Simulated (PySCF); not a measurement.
Mapped SMILES: `[CH3:1][S:2]([CH3:3])(=[O:4])=[O:5]`; H(Xn) means a hydrogen on atom n.

Equivalent nuclei averaged, relativity neglected, one computed conformer, no solvent model. GIAO B97-2/pcSseg-2 shieldings; PBE0-D3(BJ)/def2-TZVP structure; PySCF 2.14.0 with density-fitted response routines.

Scale: 13C, 1H against TMS; 33S against CS2; 17O vs H2O (reference shieldings calculated alike).

```json
{"atoms": "O4/O5", "nucleus": "17O", "count": "2", "δ (ppm)": "?"}
{"atoms": "C1/C3", "nucleus": "13C", "count": "2", "δ (ppm)": "?"}
{"atoms": "H(C1)/H(C3)", "nucleus": "1H", "count": "6", "δ (ppm)": "2.48"}
{"atoms": "S2", "nucleus": "33S", "count": "1", "δ (ppm)": "321"}
```

Estimate the values marked ?.

## Answers


- C1/C3: 42.7 ppm, methyl carbon bonded to S
- O4/O5: 207.2 ppm, S=O oxygen

Shifts are as computed. Against solution values, carbons near 30 ppm lie about +3 ppm off and those near 130 ppm about +7 ppm. Of 1211 compounds with measured shifts, 218 miss one by over three times the rms of a fit or turn the order of signals round; such compounds aren't used in these exercises. Experimental scales use liquid or dissolved standards, which lie at an offset from isolated H2O (liquid H2O: subtract about 36 ppm).
